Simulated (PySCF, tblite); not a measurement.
# C4H3O radical: geometry, infrared bands and EPR parameters

What infrared bands and EPR parameters should C4H3O radical (`O=C1C=[C]C1`) show?

Programs: tblite 0.8.0 and PySCF 2.14.0, with density-fitted response routines of our own. Each step states its level of theory. These are calculated values for one molecule in the gas phase, unless marked as measured. Atoms count from 0, in the outputs and in this text.

### Step 1. The molecule as given

8 atoms, charge 0, multiplicity 2; geometry from: force field or distance geometry start.

Bonds of the start (Å): O0–C1 1.22, C1–C2 1.68, C2–C3 1.25, C3–C4 1.37, C4–C1 1.86, C2–H5 1.08, C4–H6 1.08, C4–H7 1.09.

### Step 2. Geometry optimisation with GFN2-xTB

The job: settings as JSON, then the geometry in Å.

```
{"job": {"kind": "relax", "xc": "GFN2-xTB", "basis": "xTB"}, "charge": 0, "multiplicity": 2}
O      1.928200    -0.814600    -0.472100
C      0.853600    -0.325900    -0.155600
C      0.540500     1.162300     0.547900
C     -0.543300     0.570200     0.336600
C     -0.984000    -0.642000    -0.137100
H      1.016300     2.125000     0.425900
H     -1.342700    -1.394500     0.543300
H     -1.459600    -0.671100    -1.113500
```

On the command line:

```console
> OMP_NUM_THREADS=1 python probes_run.py task.json out
```

This one command runs all jobs of the session in turn.

The program printed:

```text
step      E/eV     max force
  0    -377.46612    4.497
  1    -378.00436    5.050
  2    -378.57458    7.137
  3    -379.08575    5.859
  4    -379.52112    3.454
  5    -379.79727    3.024
  6    -379.95633    2.775
  7    -380.08029    1.586
  8    -380.19323    1.394
  9    -380.29162    1.059
 10    -380.32210    0.645
 11    -380.34892    0.503
 12    -380.35257    0.222
 13    -380.35502    0.156
 14    -380.35651    0.135
 15    -380.35745    0.098
 16    -380.35797    0.084
 17    -380.35851    0.076
 18    -380.35903    0.093
 19    -380.35945    0.083
 20    -380.35975    0.046
 21    -380.35996    0.063
 22    -380.36008    0.034
 23    -380.36014    0.029
 24    -380.36018    0.022
 25    -380.36023    0.031
 26    -380.36028    0.026
 27    -380.36032    0.020
 28    -380.36037    0.025
 29    -380.36043    0.031
 30    -380.36053    0.053
 31    -380.36074    0.079
 32    -380.36109    0.104
 33    -380.36158    0.109
 34    -380.36235    0.084
 35    -380.36296    0.096
 36    -380.36329    0.077
 37    -380.36361    0.060
 38    -380.36392    0.063
 39    -380.36432    0.090
 40    -380.36449    0.061
 41    -380.36458    0.015
 42    -380.36460    0.012
 43    -380.36461    0.010
```

Wall time 0.14 s (1 thread of Arm Neoverse V1, shared host).

Step by step: (not every step is listed)

```csv
step,energy from step 0 (eV),largest force (eV/Å)
0,0.0000,4.4966
1,-0.5382,5.0498
2,-1.1085,7.1368
3,-1.6196,5.8588
4,-2.0550,3.4545
5,-2.3312,3.0244
6,-2.4902,2.7747
7,-2.6142,1.5858
8,-2.7271,1.3942
11,-2.8828,0.5028
14,-2.8904,0.1345
17,-2.8924,0.0762
20,-2.8936,0.0459
23,-2.8940,0.0287
26,-2.8942,0.0260
29,-2.8943,0.0314
32,-2.8950,0.1036
35,-2.8968,0.0963
38,-2.8978,0.0634
39,-2.8982,0.0898
40,-2.8984,0.0614
41,-2.8985,0.0151
42,-2.8985,0.0119
43,-2.8985,0.0096
```

Distances of close pairs at the start and the end, largest changes first:

```csv
bond,before (Å),after (Å),change (Å)
C1–C4,1.865,1.531,-0.333
C1–C2,1.676,1.492,-0.184
C3–C4,1.374,1.510,+0.136
C2–C3,1.253,1.329,+0.076
O0–C1,1.222,1.197,-0.025
C2–H5,1.081,1.069,-0.011
C4–H6,1.076,1.086,+0.010
C4–H7,1.086,1.087,+0.001
```

The end geometry stands in the next job.

### Step 3. Vibrational analysis with GFN2-xTB

The job: settings as JSON, then the geometry in Å.

```
{"job": {"kind": "ir", "xc": "GFN2-xTB", "basis": "xTB"}, "charge": 0, "multiplicity": 2}
O      1.680664    -0.812240    -0.593609
C      0.709440    -0.282879    -0.136112
C      0.471051     1.084120     0.411384
C     -0.822759     0.873404     0.192326
C     -0.788987    -0.598532    -0.144719
H      1.103820     1.898945     0.692533
H     -1.129667    -1.253052     0.652533
H     -1.214506    -0.900354    -1.098901
```

The program printed:

```text
mode    cm-1     km/mol
  1     127.0     15.54
  2     428.8     27.23
  3     495.3      1.04
  4     661.6     10.14
  5     725.4     42.23
  6     798.3     32.36
  7     892.1     12.33
  8     947.0      0.98
  9     978.1      6.18
 10    1042.0     12.97
 11    1096.6      6.13
 12    1161.8     10.08
 13    1417.2     10.75
 14    1602.1     25.28
 15    1824.5    439.39
 16    3017.2      9.64
 17    3025.1      7.66
 18    3186.9      3.42
```

It took 0.11 s on 1 thread of Arm Neoverse V1, shared host.

Which atoms move in the most intense modes:

```csv
cm⁻¹,km/mol,atoms
127,15.5,"C3 43 %, O0 16 %, C2 14 %, C1 10 %"
429,27.2,"O0 37 %, C1 28 %, C2 11 %"
725,42.2,"C4 35 %, C1 25 %, H7 10 %"
798,32.4,"H5 60 %, C2 24 %"
892,12.3,"H5 31 %, C2 29 %, C1 19 %, C3 12 %"
1042,13.0,"H5 43 %, C2 30 %, C4 14 %"
1602,25.3,"C3 48 %, C2 44 %"
1824,439.4,"C1 62 %, O0 35 %"
```

### Step 4. EPR parameters: B3LYP/pcH-1

The job, as its differences from that of step 3:

```diff
@@ -1,2 +1,2 @@
-{"job": {"kind": "ir", "xc": "GFN2-xTB", "basis": "xTB"}, "charge": 0, "multiplicity": 2}
+{"job": {"kind": "epr", "basis": "pcH-1"}, "charge": 0, "multiplicity": 2}
 O      1.680664    -0.812240    -0.593609
```

Level: UKS B3LYP, pcH-1 on C H O, non-relativistic, mean-field spin-orbit, GIAO.

The program printed:

```text
UKS, coarse grid
  cycle   1  E = -229.17502939  |g| = 5.89e-01
  cycle   2  E = -227.79480710  |g| = 1.73e+00
  cycle   3  E = -229.25835181  |g| = 3.00e-01
  cycle   4  E = -229.30752133  |g| = 9.87e-02
  cycle   5  E = -229.31046661  |g| = 5.80e-02
  cycle   6  E = -229.31206887  |g| = 1.27e-02
  cycle   7  E = -229.31216166  |g| = 4.79e-03
  cycle   8  E = -229.31218222  |g| = 2.23e-03
  cycle   9  E = -229.31219113  |g| = 9.80e-04
UKS, final grid
  cycle   1  E = -229.31219234  |g| = 1.05e-03
  cycle   2  E = -229.31219234  |g| = 1.71e-03
  cycle   3  E = -229.31219356  |g| = 4.27e-04
  cycle   4  E = -229.31219375  |g| = 2.57e-04
  cycle   5  E = -229.31219398  |g| = 8.08e-05
  cycle   6  E = -229.31219399  |g| = 1.79e-05
E = -229.31219399 Eh   <S^2> = 0.7580 (exact 0.7500)
g shifts (ppm)      1          2          3
  rmc          -174       -174       -174
  gc             13         23          8
  oz_so        -630       -396        445
  total        -791       -547        279
hyperfine (MHz)  atom isotope    a_iso     a_fc   dipolar eigenvalues
    0   17O      -8.90      -8.90    -16.36      4.00     12.37
    1   13C     146.22     146.22     -5.93     -4.32     10.25
    2   13C      19.47      19.47    -22.32     -1.26     23.58
    3   13C     412.74     412.74    -76.75    -58.27    135.02
    4   13C      57.27      57.27    -10.18     -8.60     18.78
    5    1H      20.28      20.28     -6.92     -4.14     11.05
    6    1H       1.17       1.17     -7.57     -4.87     12.44
    7    1H      -1.14      -1.14     -7.30     -4.72     12.03
```

It took 17 s on 1 thread of Arm Neoverse V1, shared host; peak memory 0.61 GiB.

Principal g values 2.00153, 2.00177, 2.00260; g(iso) = 2.00197, against 2.00232 for a free electron.

Hyperfine couplings; where a row names several nuclei, a(iso) is their mean (it holds for fast rotation or exchange) and the dipolar term the largest among them:

```csv
nuclei,isotope,a(iso) (MHz),"a(iso) (G, at g = 2.0023)",largest dipolar term (MHz)
C3,13C,412.7,147.3,135.0
C1,13C,146.2,52.2,10.3
C4,13C,57.3,20.4,18.8
H5,1H,20.3,7.2,11.1
C2,13C,19.5,6.9,23.6
O0,17O,-8.9,-3.2,-16.4
"H6, H7",1H,0.0,0.0,12.4
```

Mulliken spin populations:

```csv
atom,value (e)
O0,0.01
C1,0.09
C2,-0.06
C3,0.93
C4,0.03
H5,0.01
H6,0.00
H7,0.00
```

In first order the couplings over 0.8 MHz of 1H give 2 distinct lines over 7.2 G, if the averaged nuclei exchange fast.

The fields below are evaluated on a grid from the run's orbitals.

ELF in a plane through or near 6 of the atoms.

Values, 10 rows by 14 columns:
```
0.00 0.00 0.00 0.00 0.00 0.00 0.00 0.00 0.00 0.00 0.00 0.00 0.00 0.00
0.00 0.00 0.00 0.00 0.00 0.00 0.04 0.07 0.00 0.00 0.00 0.00 0.00 0.00
0.00 0.00 0.00 0.00 0.01 0.11 0.68 0.78 0.32 0.01 0.00 0.00 0.00 0.00
0.00 0.00 0.05 0.36 0.17 0.30 0.75 0.72 0.52 0.08 0.03 0.00 0.00 0.00
0.00 0.00 0.80 1.00 0.97 0.21 0.84 0.72 0.56 0.55 0.17 0.02 0.00 0.00
0.00 0.00 0.34 0.91 0.71 0.71 0.82 0.80 0.56 0.63 0.30 0.03 0.00 0.00
0.00 0.00 0.00 0.01 0.01 0.13 0.66 0.53 0.15 0.07 0.04 0.00 0.00 0.00
0.00 0.00 0.00 0.00 0.34 0.83 0.71 0.91 0.59 0.01 0.00 0.00 0.00 0.00
0.00 0.00 0.00 0.00 0.04 0.28 0.52 0.53 0.23 0.00 0.00 0.00 0.00 0.00
0.00 0.00 0.00 0.00 0.00 0.00 0.00 0.00 0.00 0.00 0.00 0.00 0.00 0.00
```
The map spans 9.7 Å across and 9.1 Å up, centred on the molecule. Atoms in the plane (x, y in Å): O0 (-0.3, -1.9), C1 (-0.2, -0.7), C2 (-1.2, 0.4), C3 (-0.2, 1.2), C4 (1.0, 0.2), H5 (-2.3, 0.5).

log10 of the density (e/Å³) in the same plane.

Ten even steps from '0' (-4.0) to '9' (1.6):
```
0000000000000000000000000000
0000000000000000000000000000
0000000000112221100000000000
0000000011233333211000000000
0000001123344444322100000000
0000112233455555433221000000
0001234445567776544432110000
0001345566677977665543210000
0012346777777777776644220000
0012346777987677977654320000
0001345566777777776644220000
0001233455677977665543210000
0000112344577776544432110000
0000001245678876543221000000
0000001245678876532100000000
0000000134567765432000000000
0000000023455554321000000000
0000000012233333200000000000
0000000000001110000000000000
0000000000000000000000000000
```
The map spans 9.7 Å across and 9.1 Å up, centred on the molecule. Atoms in the plane (x, y in Å): O0 (-0.3, -1.9), C1 (-0.2, -0.7), C2 (-1.2, 0.4), C3 (-0.2, 1.2), C4 (1.0, 0.2), H5 (-2.3, 0.5).

On the surface of density 0.002 e/bohr³ the electrostatic potential runs, from the 1st to the 99th percentile, from -1.58 V near O0 to 1.33 V near H5.

The spin density lies nearest to C3 76 %; C1, C2, C4 about 6 % each (both signs).

### Step 5. Results

```
                                 quantity                  value
strongest single infrared mode (GFN2-xTB)  1824 cm⁻¹, 439 km/mol
             zero-point energy (GFN2-xTB)          33.5 kcal/mol
                           g(iso) (B3LYP)                2.00197
                                     ⟨S²⟩     0.758 (exact 0.75)
       largest a(iso) (averaged by class)   13C on C3, 412.7 MHz
    surface potential, 1st and 99th percentile     -1.58 V and 1.33 V
```

**Reading.** Over 43 steps the energy fell by 2.898 eV; of the close pairs, C1–C4 changed most, 1.865 to 1.531 Å. All 18 modes are real, so the xTB geometry is a minimum. The strongest single mode, at 1824 cm⁻¹, moves mainly C1 and O0. Unscaled tight-binding wavenumbers are off by several per cent, some by more. Its intensities can rank the bands wrongly. Most of the unpaired spin sits on C3 (0.93 e). The isotropic g lies 0.4 ppt below the free-electron value.
